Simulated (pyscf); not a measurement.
O=NbH(OH)–OH + water (H₂O) → O=Nb(OH)(OH)–OH + hydrogen (H₂), a four-centre exchange (singlet surface; H–Nb, H–O broken, Nb–O, H–H formed). Structures and frequencies: ωB97X-D3(BJ)/def2-SVP in PySCF. Energies in kcal/mol from the separated reactants.

GFN2-xTB: tblite. 

**Question.** Quick GFN2-xTB single points give ΔE‡ = 38.1 kcal/mol and ΔE = +23.2 kcal/mol. What does ωB97M-D3(BJ)/def2-TZVP give, and how far is the quick result from it?

**Answer.** ωB97M-D3(BJ)/def2-TZVP gives ΔE‡ = 4.6 kcal/mol and ΔE = -28.5 kcal/mol. GFN2-xTB lies 33.5 kcal/mol over it in the barrier and 51.7 kcal/mol over it in the reaction energy, so on this step it does not hold to within 3.0 kcal/mol. ωB97M-D3(BJ)/def2-TZVP has limits of its own. On the reactant side the descent ends in an adduct with a Nb–O contact, 12.8 kcal/mol under the separated species and 15.2 kcal/mol under the saddle at ωB97X-D3(BJ)/def2-TZVP. What is counted as formed (Nb–O) is already present as a longer contact in the reactant adduct; forming that adduct is a step of its own. At the saddle there is also a short H–Nb contact that neither side keeps. At ωB97X-D3(BJ)/def2-TZVP the barrier from the zero used here is 2.4 kcal/mol. One saddle was located; it need not be the lowest between these sides. In the def2 sets elements past Kr carry core potentials, without spin-orbit coupling.
